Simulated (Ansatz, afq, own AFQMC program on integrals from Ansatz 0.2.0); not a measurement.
## AlSiH₃, triplet in cc-pVTZ, levels against CCSDT(Q)

```xyz
5

Al   -1.6977    0.0000    0.0000
H    -2.4906    1.3734    0.0000
H    -2.4906   -1.3734    0.0000
H     0.0933    0.0000    0.0000
Si    1.8063    0.0000    0.0000
```

Connectivity, by distances: AlH2 ··· Si, 1 bridging H.

Basis cc-pVTZ. Noble-gas cores (and the filled d shells of Ga–Kr and In–Xe) are frozen. AFQMC by an in-house program on the Cholesky factors that Ansatz 0.2.0 writes for its CCSD(T) run. The CISD trial takes its coefficients from CCSD amplitudes. Released means that phaseless walkers are propagated on without the constraint, phases kept. Error bars are statistical, one sigma.

Determinant: UHF, the one that the program's search chose, which needn't be the lowest solution. The geometry is a point of a scan.

No full CI on the walks' own integrals is used here; CCSDT(Q) serves as the reference and is uncertain by about the last step of the cluster series.

Cautions: lower spins were not checked.

```
T1 diagnostic                               : 0.0267
weight of the determinant in the CISD state : 0.857
⟨S²⟩ of the determinant                     : 2.037
size of the correlated space                : 10 electrons in 100 orbitals
```

| level | correlation energy (eV) |
| --- | --- |
| MP2 | -4.4268 |
| CCSD | -5.5287 |
| CCSD(T) | -5.7108 |

Problem. Estimate where phaseless AFQMC with a CISD trial lies against CCSD(T) on the same integrals.

Solution. 3.0 ± 0.5 kJ/mol below CCSD(T).

Reference: CCSDT(Q), correlation energy -5.764 eV. The released energy is read at 2.40 1/Eh (meV from the phaseless value at times in 1/Eh: -9 ± 6 at 0.24, -13 ± 5 at 0.51, -20 ± 5 at 0.99, -25 ± 5 at 1.62, -26 ± 8 at 2.40).

```
         level  E − E(reference) (kJ/mol)  share of correlation (%)
       CCSD(T)                        5.1                     99.08
         CCSDT                        0.9                     99.85
 ph-AFQMC/CISD                  2.1 ± 0.5                     99.62
released AFQMC                 -0.4 ± 0.7                    100.07
```

A walk keeps the symmetry of its determinant, which the program's search chose and which needn't be the lowest solution, so a lower state of the same spin and another symmetry isn't excluded. Released energies are given only where the last usable release times agree within the noise; a slower fall can still hide under it.
